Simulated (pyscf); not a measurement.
PySCF, gas phase, ωB97X-D3(BJ)/def2-SVP geometries.

Problem. For the elementary gas-phase step [HSi=S]• (SMILES [SiH]=S) + H₂ (SMILES [H][H]) → H₂Si=S (SMILES [SiH2]=S) + H• (SMILES [H]) (doublet surface; H–H broken, H–Si formed), what barrier and reaction energy does ωB97M-D3(BJ)/def2-TZVP give, measured from the separated reactants?

Solution. ΔE‡ = 1.10 eV, ΔE = +0.93 eV. Zero-point energy shifts the barrier by -0.03 eV. It is a hydrogen abstraction, with an imaginary mode of 889i cm⁻¹. One saddle was located; it need not be the lowest between these sides. The angle at the transferred H is 178°.
